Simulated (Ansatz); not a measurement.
C$_{3}$H$_{6}$F$_{2}$O, SMILES `COC(F)CF` at its PBE0-D4/def2-TZVP geometry, where that method's forces vanish. Charge 0, multiplicity 1.

| atom | x (Å) | y (Å) | z (Å) |
| --- | --- | --- | --- |
| C1 | 1.532 | 0.786 | -0.779 |
| O2 | 0.371 | 0.757 | 0.029 |
| C3 | -0.246 | -0.460 | 0.078 |
| F4 | 0.537 | -1.377 | 0.756 |
| C5 | -1.548 | -0.281 | 0.818 |
| F6 | -2.259 | -1.456 | 0.792 |
| H7 | 1.878 | 1.818 | -0.797 |
| H8 | 1.302 | 0.463 | -1.801 |
| H9 | 2.316 | 0.146 | -0.365 |
| H10 | -0.404 | -0.888 | -0.923 |
| H11 | -1.342 | -0.010 | 1.857 |
| H12 | -2.137 | 0.503 | 0.336 |

(1) For each bond, give half the difference of the two atoms' forces along it (eV/Å; positive pushes the atoms apart) under PBE-D4, r2SCAN-D4, B3LYP-D4, ωB97M-V in def2-TZVPP. (Estimate.)

Results:

(1) Computed: 
```
  bond  length (Å)  PBE-D4  r2SCAN-D4  B3LYP-D4  ωB97M-V
 C1–O2       1.414    0.26       0.29      0.26     0.23
 C1–H7       1.089    0.07      -0.07     -0.13    -0.10
 C1–H8       1.096    0.08      -0.06     -0.07    -0.09
 C1–H9       1.093    0.08      -0.07     -0.09    -0.11
 O2–C3       1.365    0.25       0.15      0.14     0.15
 C3–F4       1.383    0.59       0.34      0.37     0.19
 C3–C5       1.508   -0.12      -0.06     -0.04     0.00
C3–H10       1.100    0.04      -0.12     -0.19    -0.20
 C5–F6       1.374    0.51       0.33      0.40     0.29
C5–H11       1.093    0.08      -0.08     -0.14    -0.14
C5–H12       1.093    0.05      -0.08     -0.14    -0.14
```

B3LYP here is the variant with VWN-RPA as its local correlation; programs differ in this.
